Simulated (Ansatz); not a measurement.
A nudged elastic band was laid between two geometries of C2H4 + CH2F (10 atoms, charge 0, multiplicity 2).

These are results of Ansatz 0.2.0, UKS PBE/def2-SVP, not measurements.

| Property | Result |
| --- | --- |
| movable images | 7 |
| climbing image | yes |
| spring | 5.0 eV/Å² |
| optimiser | quadratic models (default) |
| start path | through a guess of the saddle point |
| force threshold | 0.05 eV/Å |
| iteration limit | 60 |
| end points | relaxed |

First end point:

```xyz
10
Properties=species:S:1:pos:R:3
H 0.234 -0.271 1.725
C 1.089 -0.733 1.203
C 1.492 -0.302 -0.002
C -2.013 0.687 -0.989
F -1.073 1.618 -1.220
H 1.596 -1.561 1.727
H 2.349 -0.762 -0.522
H 0.979 0.523 -0.522
H -1.635 -0.282 -0.625
H -3.019 1.082 -0.775
```

Last end point:

```xyz
10
Properties=species:S:1:pos:R:3
H -1.185 -0.046 0.376
C 1.304 -0.858 1.108
C 1.766 -0.272 0.020
C -1.773 0.502 -0.395
F -0.915 1.020 -1.352
H 1.680 -1.450 1.953
H 2.845 -0.307 -0.250
H 1.105 0.280 -0.676
H -2.491 -0.198 -0.875
H -2.336 1.328 0.090
```

What changes between the two ends?

Bonds broken: H1–C2. Bonds formed: H1–C4. C2H4 + CH2F becomes C2H3 + CH3F.

What energy profile does the band end with?

The run converged. The highest image is number 5 of 0 to 8, 14.0 kcal/mol above the first end and 4.3 kcal/mol above the last; the last end lies 9.7 kcal/mol above the first. A vibrational analysis at the climbing image gives one clearly imaginary mode, 978i cm⁻¹: a first-order saddle point.

| image | path coordinate (Å) | energy (kcal/mol) | H1–C2 (Å) | H1–C4 (Å) |
| --- | --- | --- | --- | --- |
| 0 | 0.00 | 0.0 | 1.10 | 3.65 |
| 1 | 0.75 | 0.1 | 1.10 | 3.33 |
| 2 | 1.50 | 0.3 | 1.10 | 3.09 |
| 3 | 2.25 | 0.5 | 1.10 | 2.67 |
| 4 | 3.00 | 2.0 | 1.11 | 2.16 |
| 5 | 3.75 | 14.0 | 1.45 | 1.28 |
| 6 | 4.31 | 11.1 | 1.97 | 1.13 |
| 7 | 4.88 | 9.9 | 2.35 | 1.12 |
| 8 | 5.44 | 9.7 | 2.72 | 1.11 |

What is the geometry of the highest image?


```xyz
10
Properties=species:S:1:pos:R:3
H -0.600 -0.166 0.294
C 0.694 -0.669 0.725
C 1.697 -0.195 -0.007
C -1.543 0.440 -0.314
F -0.961 1.170 -1.313
H 0.711 -1.364 1.581
H 2.754 -0.476 0.175
H 1.507 0.501 -0.845
H -2.219 -0.339 -0.725
H -2.040 1.098 0.430
```

What are the harmonic wavenumbers there?

978i, 75, 109, 247, 268, 477, 609, 803, 861, 915, 1101, 1118, 1150, 1163, 1284, 1323, 1393, 1461, 1629, 2966, 3011, 3068, 3105, 3116 cm⁻¹.

Time of the run: 4.7 min on 2 threads of Arm Neoverse V1, with other jobs on the host, peak memory 0.14 GiB.
